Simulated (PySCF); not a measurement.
Compound: 1,2,3-butatriene, C4H4.
Numbering: `[CH2:1]=[C:2]=[C:3]=[CH2:4]` (hydrogens: H5, H6 on C1; H7, H8 on C4)

An MMFF94s structure was refined with PBE0-D3(BJ)/def2-SVP geometry optimisation, gas phase in PySCF 2.14.0. Its MMFF94s values:

```json
{"coordinate": "C1=C2", "MMFF94s": "1.298 Å"}
{"coordinate": "C1–H5", "MMFF94s": "1.084 Å"}
{"coordinate": "C2=C3", "MMFF94s": "1.200 Å"}
{"coordinate": "C1–C2–C3", "MMFF94s": "180.0°"}
{"coordinate": "C2–C1–H5", "MMFF94s": "120.6°"}
{"coordinate": "H5–C1–H6", "MMFF94s": "118.8°"}
```

How do these coordinates change at the PBE0-D3(BJ)/def2-SVP level?

```tsv
coordinate	PBE0-D3(BJ)/def2-SVP (Å or °)	change
C2=C3	1.274	+0.074
C1=C2	1.318	+0.020
C1–H5	1.095	+0.011
H5–C1–H6	117.4	-1.4
C2–C1–H5	121.3	+0.7
C1–C2–C3	180.0	0.0
```

The energy falls by 2.739 eV over 8 energy and gradient evaluations, the largest force component goes from 0.0777 to 1.4e-04 Eh/bohr, and the atoms move by 0.510 Å rms after alignment. The bond that changes most is C2=C3 (both ends central carbon of cumulated double bonds), which lengthens by 0.074 Å. Bonds longer at the end by more than 0.005 Å: 7 of 7; shorter: 0. Rotational constants go from 144103, 4176, 4176 to 143135, 3974, 3866 MHz.

The run used 76 basis functions and 55 SCF cycles in all.

Not checked by PBE0-D3(BJ)/def2-SVP frequencies.
